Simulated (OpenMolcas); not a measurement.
## Potential curves of SiH⁺: spin-free states

Computed with OpenMolcas 26.06: state-averaged CASSCF(4,5) over Si 3s 3p, H 1s, XMS-CASPT2 (IPEA 0.25, imaginary shift 0.2 hartree), scalar X2C, ANO-RCC-VTZP, then RASSI spin–orbit state interaction with atomic mean-field integrals. C2 symmetry about the axis (a holds Σ, Δ, Γ; b holds Π, Φ, H; Σ⁺ and Σ⁻ are not told apart); roots by multiplicity and irrep: 1a 4, 3b 4, 1b 2, 3a 2, 5a 1.

XMS-CASPT2 energies in eV from the lowest point. Curves are followed by energy order within each symmetry, so they are adiabatic and may change character at avoided crossings; Σ⁺ and Σ⁻ are counted together.

| R (Å) | (1)1Σ | (1)3Π | (1)1Π | (2)3Π | (1)1Δ | (1)5Σ | (2)1Σ |
| --- | --- | --- | --- | --- | --- | --- | --- |
| 1.318 | 0.383 | 2.789 | 4.180 | 9.202 | 7.836 | 9.953 | 9.123 |
| 1.395 | 0.113 | 2.519 | 3.818 | 8.504 | 7.547 | 9.337 | 8.798 |
| 1.464 | 0.008 | 2.400 | 3.615 | 8.031 | 7.413 | 8.927 | 8.630 |
| 1.533 | 0.000 | 2.362 | 3.483 | 7.691 | 7.354 | 8.623 | 8.546 |
| 1.610 | 0.072 | 2.374 | 3.395 | 7.394 | 7.380 | 8.380 | 8.524 |
| 1.686 | 0.206 | 2.446 | 3.348 | 7.192 | 7.455 | 8.214 | 8.553 |
| 1.794 | 0.458 | 2.562 | 3.319 | 7.041 | 7.602 | 8.075 | 8.649 |

(1) With masses 27.977 and 1.008 u, fit the curves (1)1Σ, (2)1Σ near their minima.

Left out for impure symmetry, kinks or missing points, though low: (1)3Σ, (2)3Σ. Only roots inside an energy window near the equilibrium distance were included, so the list of states is not complete; labels number the states computed. Each spin and symmetry block has orbitals of its own, averaged over its own roots, so gaps between blocks are less sure than gaps within one and near the minimum can be off by tenths of an eV, in bad cases by more. No Rydberg orbitals are active, so Rydberg states, and σ→σ* states whose orbital the CASSCF left unused, can be missing between those listed. No roots were computed in block 5b (none fell in the window or the block failed), so states of that kind are missing and can lie low or lowest. Points that failed a check (symmetry, reference weights, a jump) are left out.

Answers

(1) At XMS-CASPT2, Te from the lowest curve (the fit fixes ωe to a per cent or two; the method's Re and ωe can be off by some per cent):

```
curve  Te (cm⁻¹)  Re (Å)  ωe (cm⁻¹)
(1)1Σ          0   1.505     2162.0
(2)1Σ      68800   1.599     1602.5
```
